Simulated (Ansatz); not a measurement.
**SiO+ (doublet): wave-function methods side by side, cc-pVDZ**

One table from this session's results is given with a row withheld; the runs are named, their logs left out.

Computed with Ansatz 0.2.0, Gaussian basis. Level: cc-pVDZ, core rule «outside noble gas», up to 6 orbitals frozen.

The runs, in order: UHF; CCSD(T) on ROHF; CCSD(T) on UHF; BCCD(T) on ROHF; CISD; CCSDT(Q) on ROHF; CCSDT(Q) on UHF; CASSCF and MRCISD+Q, 9 electrons in 8 orbitals; CASSCF and NEVPT2, 9 electrons in 8 orbitals.

19 further runs of the same task are left out: 8 that didn't finish, 11 set aside as unsound or not needed.

**What is computed**

The geometry is a PBE0/def2-TZVP stationary point (not a proven minimum) of the parent state, kept for this charge and spin.

2 atoms, charge 1, spin multiplicity 2.

Atoms are counted from 1 here; the program's logs count them from 0.

Bond lengths: Si1–O2 1.724 Å.

The first run:

The input, in.yaml:

```yaml
crystal:
  periodic: [false, false, false]
  atoms:
    - {symbol: Si, position_ang: [0.000000, 0.000000, 0.000000]}
    - {symbol: O, position_ang: [0.000000, 0.000000, 1.723500]}
basis:
  gaussian: {orbitals: cc-pVDZ}
total_charge: 1
magnetization: {spin_polarized: true, initial_magnetization: 1}
hamiltonian: {xc: hf}
output: {orbitals: {seedname: orbitals}}
```

Started as:

```
ansatz run in.yaml --threads 1 --pin off --events-out ev --progress --plain --max-ram 2393MiB
```

Among the steps run: UHF; CCSD(T) on ROHF; CCSD(T) on UHF; BCCD(T) on ROHF; CISD; CCSDT(Q) on ROHF; CCSDT(Q) on UHF; CASSCF and MRCISD+Q, 9 electrons in 8 orbitals; CASSCF and NEVPT2, 9 electrons in 8 orbitals.

One table of the session follows, with a row left open; its other results are not shown here.

```
          method  from UCCSDT(Q) (meV)
            ROHF               +6447.4
             UHF                     ?
            RMP2                +932.4
            UMP2                +929.1
            CISD                +626.0
           RCCSD                +229.4
           UCCSD                +227.4
        RCCSD(T)                 +49.7
        UCCSD(T)                 +49.7
         BCCD(T)                 +49.3
          RCCSDT                 +20.3
          UCCSDT                 +19.7
       RCCSDT(Q)                  +6.3
       UCCSDT(Q)                     0
  CASSCF valence               +4115.3
  NEVPT2 valence                +897.0
  MRCISD valence                +258.7
MRCISD+Q valence                 +59.9
```

Q: Estimate the row for UHF from the others.

The run gave: from UCCSDT(Q) (meV): +6345.0. In the column «from UCCSDT(Q) (meV)» it lies between CASSCF valence (+4115.3) and ROHF (+6447.4).

Among the levels timed on like hardware and quicker than the yardstick, those that no quicker one beats, quickest first: CISD (0.6 s, +626.0 meV); BCCD(T) (1.2 s, +49.3 meV); RCCSDT(Q) (3.9 s, +6.3 meV).

To keep in mind: Of the multireference levels listed MRCISD+Q valence comes nearest in total energy (+59.9 meV), which doesn't show that its space is the better one. Restricted and unrestricted rows rest on different reference determinants; where their highest levels disagree by more than a few hundredths of an eV, they describe different states and don't form one ladder.
